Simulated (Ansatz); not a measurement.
# P2H+ (triplet): the correlation ladder, def2-QZVPP

An exercise on one series of results from a longer session: the logs are not shown, and one member is left open.

Program: Ansatz 0.2.0, Gaussian basis. Level of theory: def2-QZVPP, core rule «outside noble gas», up to 10 orbitals frozen. These are calculated values, not measurements.

Plan: UHF; ROHF; CCSD(T) on UHF.

2 further runs of the same task are left out: 2 set aside as unsound or not needed.

### What is computed

The geometry is a PBE0/def2-TZVP stationary point (not a proven minimum) of the parent state, kept for this charge and spin.

3 atoms, charge 1, spin multiplicity 3.

Atoms are counted from 1 here; the program's logs count them from 0.

Bond lengths: P1–P2 1.991 Å, P1–H3 1.433 Å. Angles: P2–P1–H3 97.2°.

The first run:

Contents of in.yaml:

```yaml
crystal:
  periodic: [false, false, false]
  atoms:
    - {symbol: P, position_ang: [0.000000, -0.076741, 0.973875]}
    - {symbol: P, position_ang: [0.000000, 0.033358, -1.013963]}
    - {symbol: H, position_ang: [0.000000, 1.333150, 1.231888]}
basis:
  gaussian: {orbitals: "def2-QZVPP.json"}
total_charge: 1
magnetization: {spin_polarized: true, initial_magnetization: 2}
hamiltonian: {xc: hf}
output: {orbitals: {seedname: orbitals}}
```

The run is started by

```
ansatz run in.yaml --threads 1 --pin off --events-out ev --progress --plain --max-ram 2393MiB
```

Steps of the session up to this table: UHF; ROHF; CCSD(T) on UHF.

One of the session's tables, all rows but one given; the rest of the session is left out.

```
  method  from UCCSD(T) (kJ/mol)
    ROHF                  +765.0
     UHF                       ?
    UMP2                  +132.5
   UCCSD                   +37.1
UCCSD(T)                       0
```

Q: Estimate the row for UHF from the others.

**Answer.** from UCCSD(T) (kJ/mol): +744.8. In the column «from UCCSD(T) (kJ/mol)» it lies between UMP2 (+132.5) and ROHF (+765.0).

To keep in mind: Warnings: spin contamination; coupled cluster took another determinant than the lowest.
